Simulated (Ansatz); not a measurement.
# HN: a ladder of basis sets

Program: the Ansatz DFT code, driven from Python.

Run as a notebook:

```python
import ansatz as az
from ase import Atoms

atoms = Atoms(["H", "N"], positions=[
    [0.0, 0.0, 0.0],
    [0.0, 0.0, 0.975],
])
geometry = az.Crystal.molecule_from_ase(atoms)
```

```python
calc = (
    geometry.calculation()
    .functional("pbe0")
    .spin("collinear", total=2)
)
```

```python
energies = {}
for basis in ["STO-3G", "6-31G", "6-31G*", "def2-SVP", "def2-SVPD", "def2-TZVP", "def2-TZVPP"]:
    r = calc.basis(gaussian=basis).run(threads=1, backend="cpu").report
    size = r["n_frozen"] + r["n_occupied"][0] + r["n_virtual"][0]
    energies[basis] = (r["reference_energy_ev"] / 27.211386246, r["free_energy_ev"] / 27.211386246)
    print(f"{basis:14s} {size:4d} orbitals  reference {energies[basis][0]:14.6f} Ha  total {energies[basis][1]:14.6f} Ha")

last = energies["def2-TZVPP"][1]
for basis, (_, total) in energies.items():
    print(f"{basis:14s} lies {27.211386 * (total - last):9.4f} eV above def2-TZVPP")
```

    STO-3G            6 orbitals  reference     -54.428215 Ha  total     -54.428215 Ha
    6-31G            11 orbitals  reference     -55.137046 Ha  total     -55.137046 Ha
    6-31G*           17 orbitals  reference     -55.151324 Ha  total     -55.151324 Ha
    def2-SVP         19 orbitals  reference     -55.107232 Ha  total     -55.107232 Ha
    def2-SVPD        28 orbitals  reference     -55.113274 Ha  total     -55.113274 Ha
    def2-TZVP        37 orbitals  reference     -55.175917 Ha  total     -55.175917 Ha
    def2-TZVPP       45 orbitals  reference     -55.176813 Ha  total     -55.176813 Ha
    STO-3G         lies   20.3704 eV above def2-TZVPP
    6-31G          lies    1.0821 eV above def2-TZVPP
    6-31G*         lies    0.6936 eV above def2-TZVPP
    def2-SVP       lies    1.8934 eV above def2-TZVPP
    def2-SVPD      lies    1.7290 eV above def2-TZVPP
    def2-TZVP      lies    0.0244 eV above def2-TZVPP
    def2-TZVPP     lies    0.0000 eV above def2-TZVPP

Against STO-3G: 6-31G -708.8 mHa, 6-31G* -723.1 mHa, def2-SVP -679.0 mHa, def2-SVPD -685.1 mHa, def2-TZVP -747.7 mHa and def2-TZVPP -748.6 mHa. The last step alone is -0.90 mHa (these two sets differ little on atoms other than hydrogen).

The drop along the ladder measures the basis error, and is no property of the molecule. The geometry is a force-field or estimated start, not a minimum of this method, and the last set is no limit. Much of the fall in a total is atomic energy, which cancels in bond and reaction energies. The run takes the species as open-shell (spin multiplicity 3), which needn't be its ground state. Totals across families of basis sets mostly measure their core functions. The spin state was assumed, and another may lie lower. Finished in 2 s on 1 thread of Arm Neoverse V1, on a shared host, peak memory 0.15 GiB.
